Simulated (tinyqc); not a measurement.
RKS/BLYP in the sto-6g basis, for H2F+, spin multiplicity 1, step by step. One step of it, computed by the program tinyqc.

Task: Iteration 2: DIIS coefficients. Solve [B -1; -1 0][c; lambda] = [0; -1] for the coefficients, which sum to one.

B (overlaps of the stored error matrices):
```
               1              2
1  7.9359854e+02  1.4026470e+02
2  1.4026470e+02  2.6079928e+01
```

Give: DIIS coefficients.

Result:

DIIS coefficients: -0.2118  1.2118
